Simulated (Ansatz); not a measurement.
`[AlH]` + `[CH3]`• → Al• + CH₄ at 500 K and 1 bar (hydrogen abstraction from the Al–H bond).

Isolated molecules relaxed with PBE0-D4/def2-TZVP in Ansatz; ΔE leaves out vibrations. CBS: def2 TZ/QZ extrapolation, frozen cores. Open shells (•) are unrestricted, without spin–orbit coupling. Spin–orbit coupling would lower the free atoms: a little for Al.

```
 species  CCSD(T)/CBS energy (Eh)  H − E (kJ/mol)  S (J/(mol·K))
 `[AlH]`               -242.55388            24.6          203.3
`[CH3]`•                -39.77951            97.2          216.4
     Al•               -241.93630            10.4          175.6
     CH₄                -40.45885           135.6          206.8
```

H − E and S are ideal-gas, rigid-rotor, harmonic terms from PBE0-D4/def2-TZVP, with the whole ground term of open shells counted as degenerate. 1 Eh = 2625.50 kJ/mol, R = 8.31446 J/(mol·K).

Q: By hand: ΔE, ΔH, ΔS and ΔG.

A: ΔE = (-241.93630) + (-40.45885) − (-242.55388) − (-39.77951) = -0.06176 Eh = -162.2 kJ/mol. Δ(H − E) = 10.4 + 135.6 − 24.6 − 97.2 = 24.2, so ΔH = -138.0 kJ/mol. ΔS = 175.6 + 206.8 − 203.3 − 216.4 = -37.3 J/(mol·K). ΔG = -138.0 − 500 × (-37.3)/1000 = -119.3 kJ/mol.

Q: By hand: the equilibrium constant, and the temperature at which ΔG would vanish if ΔH and ΔS stayed fixed.

A: log₁₀ K = −ΔG/(RT ln 10) = 12.5. ΔG = 0 at ΔH/ΔS = 3700 K, far beyond where these terms or the molecules hold.

ΔH outweighs TΔS. A doubt of 5 kJ/mol in ΔE shifts log₁₀ K by 0.5 here. These are equilibria of isolated gas molecules and say nothing of rates. Largest T1 diagnostic: 0.018 (customary marks: 0.02 for closed shells, 0.045 for open ones).
